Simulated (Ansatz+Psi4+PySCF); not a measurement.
Results of a calculation; reference values are marked as such.
Input for Ansatz (development build ahead of 0.2.0):

```yaml
crystal:
  periodic: [false, false, false]
  atoms:
    - { symbol: C, position_ang: [0.0, 0.0, -1.21934] }
    - { symbol: C, position_ang: [0.0, 0.0, 0.09892] }
    - { symbol: H, position_ang: [0.0, 0.93885, -1.75322] }
    - { symbol: H, position_ang: [0.0, -0.93885, -1.75322] }
    - { symbol: O, position_ang: [0.0, 0.0, 1.27862] }
basis:
  gaussian: { orbitals: cc-pVTZ }
hamiltonian:
  xc: hf
correlation:
  method: mp2
  frozen_orbitals: { C: 1, H: 0, O: 1 }
```

The input is written out in the form of the current development build from the run's settings.

The run gave:

- Converged: yes
- Reference energy: -151.78151 hartree
- Correlation energy: -0.54192 hartree
- Total energy: -152.32343 hartree
- Spin squared of the determinant: 0.000
- Stability test: minimum among restricted orbitals
- Occupied orbitals by symmetry in an Abelian subgroup (alpha; beta): 7 A1 2 B1 2 B2; 7 A1 2 B1 2 B2
